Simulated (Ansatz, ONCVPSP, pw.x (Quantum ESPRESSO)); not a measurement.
From atom to crystal: ONCV potential for beryllium

- Element: beryllium
- Generator: ONCVPSP 4.0.1.1 (patched build)
- Type: optimised norm-conserving Vanderbilt (ONCV)
- Functional: PBEsol
- Relativity: scalar-relativistic
- Frozen core: [He]
- Valence charge: 2
- Reference configuration: 2s2
- Partial waves: 2s: rc 2.34 bohr, ncon 5, nbas 10, qcut 3.6 1/bohr, 2 projectors, debl 1.1 Ha; p scattering state at 0.34 Ha: rc 2.28 bohr, ncon 3, nbas 6, qcut 4.4 1/bohr, 3 projectors, debl 3.4 Ha; d scattering state at 0.05 Ha: rc 2.16 bohr, ncon 3, nbas 7, qcut 6 1/bohr, 2 projectors, debl 1 Ha
- Local potential: polynomial inside 1.88 bohr (lpopt 5, dvloc0 0 Ha)
- Core correction: Teter function, fcfact 2, rcfact 1.05

In the p channel the program set the typed energies aside and used 0.050, 3.450, 6.850 Ha.

Crystal test: fcc Be in pw.x 7.5, no spin, 18³ k-points, Fermi–Dirac smearing 0.01 Ry, cutoffs 50/200 Ry. The lattice is a test structure that the element need not adopt, and mesh and smearing are coarse.

pw.x input:

```
&control
  calculation='scf', prefix='x', pseudo_dir='./', outdir='./tmp', tstress=.true., disk_io='none'
/
&system
  ibrav=0, nat=1, ntyp=1, ecutwfc=50, ecutrho=200, nbnd=8,
  occupations='smearing', smearing='fd', degauss=0.01
/
&electrons
  conv_thr=1e-09, mixing_beta=0.4, electron_maxstep=70
/
ATOMIC_SPECIES
Be 1.0 Be.UPF
CELL_PARAMETERS angstrom
  0.00000000 1.57661294 1.57661294
  1.57661294 0.00000000 1.57661294
  1.57661294 1.57661294 0.00000000
ATOMIC_POSITIONS crystal
Be 0.0000 0.0000 0.0000
K_POINTS automatic
18 18 18 0 0 0
```

```bash
pw.x < Be.scf.in > Be.scf.out
```

Task: How does the run end?

Result: It converges; the pressure is -5.96 GPa against -0.43 GPa from all-electron LAPW. The largest radius (2.34 bohr) exceeds half the bond length (2.11 bohr), so the spheres overlap, which is one possible source of error among others. This is a poor potential for the solid. Atomic configuration tests: 1 of 4 tests not solved or not reliable. The log shows:

```
Message from routine setup:
     using ibrav=0 with symmetry is DISCOURAGED, use correct ibrav instead
     lattice parameter (alat)  =       4.2135  a.u.
     unit-cell volume          =      52.8934 (a.u.)^3
     number of electrons       =         2.00
     number of Kohn-Sham states=            8
     kinetic-energy cutoff     =      50.0000  Ry
     charge density cutoff     =     200.0000  Ry
     scf convergence threshold =      1.0E-09
     Exchange-correlation= PBESOL
     number of k points=   195  Fermi-Dirac smearing, width (Ry)=  0.0100
     iteration #  1     ecut=    50.00 Ry     beta= 0.40
     total energy              =      -2.30273729 Ry
     estimated scf accuracy    <       0.00032753 Ry
     iteration #  2     ecut=    50.00 Ry     beta= 0.40
     total energy              =      -2.30278445 Ry
     estimated scf accuracy    <       0.00011577 Ry
     iteration #  3     ecut=    50.00 Ry     beta= 0.40
     total energy              =      -2.30278551 Ry
     estimated scf accuracy    <       0.00000009 Ry
     iteration #  4     ecut=    50.00 Ry     beta= 0.40
     total energy              =      -2.30278552 Ry
     estimated scf accuracy    <          3.5E-09 Ry
     iteration #  5     ecut=    50.00 Ry     beta= 0.40
     the Fermi energy is     8.5279 ev
!    total energy              =      -2.30278552 Ry
     estimated scf accuracy    <          3.6E-11 Ry
     smearing contrib. (-TS)   =      -0.00050676 Ry
     The total energy is F=E-TS. E is the sum of the following terms:
     one-electron contribution =       1.98692356 Ry
     hartree contribution      =       0.00194289 Ry
     xc contribution           =      -1.21340244 Ry
     ewald contribution        =      -3.07774277 Ry
     convergence has been achieved in   5 iterations
          total   stress  (Ry/bohr**3)                   (kbar)     P=      -59.64
     Message from routine punch:
     Nothing written, as per user request (disk_io='none')
```
